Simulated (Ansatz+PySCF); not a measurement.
A calculation with Ansatz (development build ahead of 0.2.0).

```yaml
crystal:
  periodic: [false, false, false]
  atoms:
    - { symbol: "N", position_ang: [-0.02985, 0.0, 0.65355] }
    - { symbol: "N", position_ang: [0.02985, 0.0, -0.65355] }
    - { symbol: H, position_ang: [0.00657, -0.83721, 1.12826] }
    - { symbol: H, position_ang: [0.00657, 0.83721, 1.12826] }
    - { symbol: H, position_ang: [-0.00657, -0.83721, -1.12826] }
    - { symbol: H, position_ang: [-0.00657, 0.83721, -1.12826] }
basis:
  gaussian: { orbitals: cc-pVTZ }
total_charge: 1
magnetization:
  initial_magnetization: 1
hamiltonian:
  xc: hf
correlation:
  method: mp2
  frozen_orbitals: { H: 0, "N": 1 }
output:
  forces: true
```

The input is written out in the form of the current development build from the run's settings. Correlation on restricted open-shell orbitals is semicanonical, with singles.

Output:

```
Converged                                                          : yes
Reference energy                                                   : -110.95949 hartree
Correlation energy                                                 : -0.41096 hartree
Total energy                                                       : -111.37046 hartree
Spin squared of the determinant                                    : 0.750
Stability test                                                     : minimum among restricted orbitals
Occupied orbitals by symmetry in an Abelian subgroup (alpha; beta) : 4 Ag 1 Au 1 Bg 3 Bu; 3 Ag 1 Au 1 Bg 3 Bu
```

Forces (eV/Å):
```json
{"atom": "N1", "Fx": "-0.184", "Fy": "0.000", "Fz": "-2.207"}
{"atom": "N2", "Fx": "0.184", "Fy": "0.000", "Fz": "2.207"}
{"atom": "H3", "Fx": "0.089", "Fy": "-2.224", "Fz": "1.127"}
{"atom": "H4", "Fx": "0.089", "Fy": "2.224", "Fz": "1.127"}
{"atom": "H5", "Fx": "-0.089", "Fy": "-2.224", "Fz": "-1.127"}
{"atom": "H6", "Fx": "-0.089", "Fy": "2.224", "Fz": "-1.127"}
```

Caution: MP2 on this radical cation hangs on the determinant chosen.
